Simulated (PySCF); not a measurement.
P2H4, H₄P₂, SMILES PP, point group C2h.

Level: PBE0/pcSseg-1 in PySCF (density fitting, grid level 2); geometry and Hessian at that level, cubic constants and property derivatives from steps of ±0.6 along each species' dimensionless normal coordinates, second-order vibrational perturbation theory. The parent has the commonest isotopes.

Equilibrium geometry (Å):

```csv
atom,x,y,z
P1,-0.9589,0.0407,-0.5923
P2,0.9630,-0.0381,0.5635
H3,-1.5437,-1.0580,0.1056
H4,-1.5623,0.9984,0.2767
H5,1.5665,-0.9957,-0.3055
H6,1.5479,1.0607,-0.1344
```

(1) Give the equilibrium and ground-state rotational constants (MHz) of parent; ²H at 3; ²H at 5, ²H at 6; ²H at 3, ²H at 4, ²H at 5, ²H at 6; ²H at 3, ²H at 4.

(2) How is the parent's vibrational correction B0 − Be made up?

(3) And its quartic centrifugal distortion constants from the harmonic force field?

A mode lies under 250 cm⁻¹, where this perturbation treatment is rough. Internal rotors are held in one well.

Results:

(1) 
| species | Ae | Be | Ce | A0 | B0 | C0 | Δ0 (u Å²) | harmonic ZPE (cm⁻¹) |
| --- | --- | --- | --- | --- | --- | --- | --- | --- |
| parent | 64174 | 5748.8 | 5702.8 | 63616 | 5711.8 | 5666 | -7.230 | 7755 |
| ²H at 3 | 52078 | 5626.4 | 5501.2 | 51678 | 5591.5 | 5467 | -7.721 | 7233 |
| ²H at 5, ²H at 6 | 43737 | 5450.7 | 5374.6 | 43432 | 5418 | 5342.1 | -10.311 | 6700 |
| ²H at 3, ²H at 4, ²H at 5, ²H at 6 | 33252 | 5166.5 | 5065.3 | 33057 | 5137.5 | 5037.1 | -13.327 | 5642 |
| ²H at 3, ²H at 4 | 43737 | 5450.7 | 5374.6 | 43432 | 5418 | 5342.1 | -10.311 | 6700 |

Δ0 = Ic − Ia − Ib from the ground-state constants.

(2) 
```json
{"axis": "a", "harmonic": "214", "Coriolis": "-1180", "cubic": "406", "total (MHz)": "-558"}
{"axis": "b", "harmonic": "9.01", "Coriolis": "-4.52", "cubic": "-41.5", "total (MHz)": "-37"}
{"axis": "c", "harmonic": "8.58", "Coriolis": "-4.34", "cubic": "-41", "total (MHz)": "-36.8"}
```

(3) Asymmetric top, A reduction, Ir representation: ΔJ = 3.95 kHz, ΔJK = 16.7 kHz, ΔK = 203 kHz, δJ = 0.0355 kHz, δK = 33.2 kHz.
